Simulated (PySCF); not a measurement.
Input for PySCF: R-B3LYP/3-21G on HF (SMILES F).

```python
from pyscf import gto, scf, dft, mp
from pyscf.data.elements import chemcore

mol = gto.M(
    atom='''
    F     0.00000000    0.00000000    0.00000000
    H     0.91538107    0.00000000    0.00000000
    ''',
    basis='3-21g',
    charge=0, spin=0, verbose=3, max_memory=1800)
mf = dft.RKS(mol, xc='b3lyp')
mf.conv_tol = 1e-8
mf.max_cycle = 100
mf.kernel()
if not mf.converged:
    mf = mf.newton().run(mf.mo_coeff, mf.mo_occ)
```

It printed:

```
converged SCF energy = -99.8602528372326
```

The run converged.

Cost: very roughly 0.15 core-seconds.
